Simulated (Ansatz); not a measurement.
Compare A (`C/C=C/CO`) with its isomer B (`CC1COC1`).

Calculated with Ansatz (gas phase, PBE0-D4/def2-TZVP geometries, no zero-point term in ΔE). CCSD(T)/CBS adds triple-zeta CCSD(T) − MP2 to the extrapolated MP2 energy (def2 sets, frozen cores). Functionals use def2-TZVPP. B3LYP here is the variant with VWN-RPA as its local correlation; programs differ in this. Each species was taken in one conformer, which may not be the lowest.

A:

```xyz
13

C    -0.6702   -2.0119    0.2253
C     0.1746   -0.8123   -0.0273
C    -0.2797    0.4188   -0.2331
C     0.5957    1.6004   -0.4769
O     0.4145    2.6142    0.4966
H    -0.4108   -2.4825    1.1788
H    -1.7313   -1.7567    0.2457
H    -0.5157   -2.7705   -0.5486
H     1.2523   -0.9743   -0.0518
H    -1.3509    0.6136   -0.2066
H     1.6458    1.2810   -0.5300
H     0.3480    2.0730   -1.4320
H     0.5278    2.2072    1.3600
```

B:

Z-matrix (Å, degrees):
```
C
C 1 1.508
H 1 1.094 2 110.9
H 1 1.093 2 111.3 3 120.1
H 1 1.093 2 111.3 3 -120.0
C 2 1.534 1 118.3 3 -49.2
C 2 1.534 1 118.3 3 49.5
H 2 1.092 1 110.6 3 -179.9
O 6 1.433 2 91.9 1 126.1
H 6 1.094 2 117.2 1 -117.8
H 6 1.098 2 114.0 1 11.4
H 7 1.098 2 114.0 1 -11.4
H 7 1.094 2 117.2 1 117.8
```

Task: Which is lower in electronic energy at CCSD(T)/CBS, and by how much? (An estimate is asked.)

Result: Ansatz gave: A, by 47.8 kJ/mol.

Task: Give E(B) − E(A) in kJ/mol with B3LYP, ωB97M-V, MP2/def2-TZVPP, B3LYP-D4, r2SCAN-D4, PBE-D4, B2PLYP. (An estimate is asked.)

Result: The calculation gave: B3LYP 56.2, ωB97M-V 39.8, MP2/def2-TZVPP 42.7, B3LYP-D4 53.1, r2SCAN-D4 44.9, PBE-D4 40.9, B2PLYP 51.8. None reverses the order clearly.

Largest T1 diagnostic: 0.010.

The D4 term adds −3.2 kJ/mol with B3LYP and −1.5 kJ/mol with PBE0; it sums over pairs of atoms, weighted by their polarisabilities, and B3LYP, whose exchange is more repulsive, gets the larger term. From PBE to PBE0 (25 % exact exchange), in def2-TZVPP and without D4, E(B) − E(A) moves by −6.2 kJ/mol.
